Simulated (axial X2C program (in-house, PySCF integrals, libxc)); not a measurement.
## Curves of AlO by EOM-IP-CCSD

Computed with an in-house all-electron X2C program for linear molecules (integrals from PySCF): two-component X2C with atomic mean-field Coulomb and Gaunt terms, Gaussian nuclei, basis Al dyall-av3z, O dyall-av3z with contracted cores.

Energies in eV from the lowest point of the lowest state; states are followed by energy order within each Ω. Reference: AlO⁻, 10 electrons correlated in 94 virtual spinors with an MP2 remainder; levels at this size can be off by some tenths of an eV. Masses 26.982 and 15.995 u.

| R (Å) | (1)Ω=1/2 | (1)Ω=3/2 | (2)Ω=1/2 | (3)Ω=1/2 |
| --- | --- | --- | --- | --- |
| 1.513 | 0.2912 | 1.8348 | 1.8512 | 3.3108 |
| 1.579 | 0.0420 | 1.2457 | 1.2620 | 2.9884 |
| 1.645 | 0.0000 | 0.8948 | 0.9112 | 2.8779 |
| 1.719 | 0.1182 | 0.7049 | 0.7213 | 2.9380 |
| 1.793 | 0.3469 | 0.6682 | 0.6849 | 3.1398 |
| 1.892 | 0.7412 | 0.7785 | 0.7967 | 3.5598 |

Q: Fit the curves (1)Ω=1/2, (3)Ω=1/2 near their minima.

A: At EOM-IP-CCSD from AlO⁻ (the fit fixes ωe to about one per cent; ωe of higher roots by this method can be off by ten per cent):

```json
{"state": "(1)Ω=1/2", "Te (cm⁻¹)": "0", "Re (Å)": "1.628", "ωe (cm⁻¹)": "982.5"}
{"state": "(3)Ω=1/2", "Te (cm⁻¹)": "23240", "Re (Å)": "1.656", "ωe (cm⁻¹)": "960.8"}
```

For AlO⁻ at CCSD, and between the minima:

Re = 1.649 Å, ωe = 978.6 cm⁻¹; removing the electron costs 2.610 eV without zero-point terms.

T1 of the reference reaches 0.038 (Lee–Taylor). Curves followed by order can swap character. Number of frozen shells: Al 2 s, 1 p; O 1 s. Roots with under 60 % one-particle weight at any point are counted in the labels but not shown, and the list ends where the roots sought for some Ω run out; states that need a further excitation are missing and may lie low or lowest. Curves with a minimum but no constants failed the fit check.
